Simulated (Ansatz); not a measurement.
**AlNH3 (doublet): wave-function methods side by side, cc-pVTZ**

Aim: climb from Hartree-Fock through coupled cluster for AlNH3 (doublet) at one geometry and basis, and see what each rung misses.

Program: Ansatz 0.2.0, Gaussian basis. Level of theory: cc-pVTZ, core rule «outside noble gas», up to 6 orbitals frozen. These are calculated values, not measurements.

The runs, in order: UHF; CCSD(T) on ROHF; CCSD(T) on UHF; BCCD(T) on ROHF; CCSDT(Q) on ROHF; CCSDT(Q) on UHF.

6 further runs of the same task are left out: 4 for a known fault of the program, 2 set aside as unsound or not needed.

### 1 What is computed

The geometry is a PBE0/def2-TZVP stationary point (not a proven minimum).

5 atoms, charge 0, spin multiplicity 2.

Atoms are counted from 1 here; the program's logs count them from 0.

Bond lengths: Al1–N2 1.774 Å, Al1–H3 1.604 Å, N2–H4 1.009 Å, N2–H5 1.007 Å. Angles: N2–Al1–H3 115.8°, Al1–N2–H4 124.4°, Al1–N2–H5 125.4°, H4–N2–H5 110.2°.

### 2 UHF

in.yaml reads:

```yaml
crystal:
  periodic: [false, false, false]
  atoms:
    - {symbol: Al, position_ang: [0.000000, -0.104009, 0.648758]}
    - {symbol: N, position_ang: [0.000000, 0.087527, -1.114734]}
    - {symbol: H, position_ang: [0.000000, 1.256470, 1.498750]}
    - {symbol: H, position_ang: [0.000000, 0.977077, -1.591329]}
    - {symbol: H, position_ang: [0.000000, -0.665655, -1.783277]}
basis:
  gaussian: {orbitals: cc-pVTZ}
magnetization: {spin_polarized: true, initial_magnetization: 1}
hamiltonian: {xc: hf}
output: {orbitals: {seedname: orbitals}}
```

Started as:

```
$ ansatz run in.yaml --threads 1 --pin off --events-out ev --progress --plain --max-ram 2560MiB --backend cpu
```

Further steps of the session: CCSD(T) on ROHF; CCSD(T) on UHF; BCCD(T) on ROHF; CCSDT(Q) on ROHF; CCSDT(Q) on UHF.

**Question.** What will the summary of the whole plan be? Wanted: UCCSDT(Q) below the RHF energy; RMP2 from UCCSDT(Q); UMP2 from UCCSDT(Q); RCCSD from UCCSDT(Q); RCCSD(T) from UCCSDT(Q); UCCSD(T) from UCCSDT(Q); RCCSDT(Q) from UCCSDT(Q); T1 diagnostic.

The runs gave:

```
                         quantity                                                   value
   UCCSDT(Q) below the RHF energy                                              -8.5152 eV
              RMP2 from UCCSDT(Q)                                            +81.4 kJ/mol
              UMP2 from UCCSDT(Q)                                            +80.6 kJ/mol
             RCCSD from UCCSDT(Q)                                            +31.1 kJ/mol
          RCCSD(T) from UCCSDT(Q)                                             +2.9 kJ/mol
          UCCSD(T) from UCCSDT(Q)                                             +2.8 kJ/mol
         RCCSDT(Q) from UCCSDT(Q)                                             +0.2 kJ/mol
levels within 1 kcal/mol (43 meV)  RCCSD(T), UCCSD(T), BCCD(T), RCCSDT, UCCSDT, RCCSDT(Q)
                    T1 diagnostic                                                   0.018
```

**Reading.** RCCSD(T) misses by +2.9 kJ/mol, 0.4 % of the correlation energy. These misses are within one basis, not against nature; the frozen cores of restricted and unrestricted runs differ, which can shift their rows.
